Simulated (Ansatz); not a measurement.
The input, for Ansatz 0.2.0:

```yaml
crystal:
  periodic: [false, false, false]
  atoms:
    - {symbol: Zr, position_ang: [0.000000, 0.000000, 1.085733]}
    - {symbol: H, position_ang: [0.000000, 0.000000, -4.140267]}
    - {symbol: H, position_ang: [0.000000, 0.000000, 3.054533]}
basis:
  gaussian: {orbitals: def2-SVP}
magnetization: {spin_polarized: false, initial_magnetization: 4}
correlation: {method: fic_mrcisd_q, electrons: outside_noble_gas, active_space: {window: {electrons: 6, orbitals: 8}, shells: [{species: H, l: s, shell: 1}, {species: Zr, l: s, shell: 5}, {species: Zr, l: d, shell: 4}]}}
```

```sh
$ ansatz run in.yaml --threads 1 --pin off --events-out ev --progress --plain --max-ram 2393MiB
```

Log:

```
703 factors; integrals over basis functions are off by at most 1.8e-7 eV
mean field evaluation 1: about -1290.3593 eV, gradient 1.2e1 eV
mean field evaluation 2: about -1290.3647 eV, gradient 1.2e1 eV
mean field evaluation 4: about -1292.0093 eV, gradient 1.7e0 eV
mean field evaluation 8: about -1292.0896 eV, gradient 1.9e-1 eV
mean field evaluation 16: about -1292.1779 eV, gradient 6.6e-1 eV
mean field evaluation 32: about -1292.0908 eV, gradient 2.0e-3 eV
mean field evaluation 64: about -1292.3206 eV, gradient 2.2e0 eV
mean field evaluation 96: about -1292.4854 eV, gradient 1.7e-6 eV
mean field evaluation 128: about -1292.5087 eV, gradient 4.0e-1 eV
mean field evaluation 160: about -1292.1451 eV, gradient 5.3e-1 eV
mean field evaluation 192: about -1292.1978 eV, gradient 2.5e0 eV
mean field evaluation 224: about -1292.6398 eV, gradient 1.2e-1 eV
mean field evaluation 256: about -1292.5558 eV, gradient 1.6e-5 eV
mean field -1292.64200697 eV, -47.5037175720 hartree, gradient 2.3e-6 eV, S^2 6.000000; 26 other end points of the search recorded, 0 dependent functions left out
reference -1292.64200697 eV, -47.5037175720 hartree; 9, 5 occupied and 32, 36 virtual orbitals, 703 factors
state -1293.08596694 eV, -47.5200327999 hartree
contracted CI cycle   1: correlation 0.00000000 eV, 0.0000000000 hartree, residual 6.94e0 eV
contracted CI cycle   2: correlation -0.98591560 eV, -0.0362317301 hartree, residual 1.23e0 eV
contracted CI cycle   3: correlation -1.02854059 eV, -0.0377981695 hartree, residual 4.35e-1 eV
contracted CI cycle   4: correlation -1.03497976 eV, -0.0380348048 hartree, residual 1.84e-1 eV
contracted CI cycle   5: correlation -1.03591394 eV, -0.0380691352 hartree, residual 7.38e-2 eV
contracted CI cycle   6: correlation -1.03607770 eV, -0.0380751533 hartree, residual 2.94e-2 eV
contracted CI cycle   7: correlation -1.03610338 eV, -0.0380760968 hartree, residual 1.05e-2 eV
contracted CI cycle   8: correlation -1.03610755 eV, -0.0380762502 hartree, residual 4.86e-3 eV
contracted CI cycle   9: correlation -1.03610847 eV, -0.0380762840 hartree, residual 2.48e-3 eV
contracted CI cycle  10: correlation -1.03610874 eV, -0.0380762938 hartree, residual 1.49e-3 eV
contracted CI cycle  11: correlation -1.03610883 eV, -0.0380762973 hartree, residual 8.73e-4 eV
state -1293.08596694 eV, -47.5200327999 hartree; corrected -1294.15773941 eV, -47.5594197117 hartree
Total energy: -1294.15773941 eV, -47.5594197117 hartree
Checks for a lower state left out: starts, orbital_swaps
```

Ran on 1 thread of Intel Xeon 6975P-C, shared host: 2.8 s wall, 0.22 GiB peak host memory.
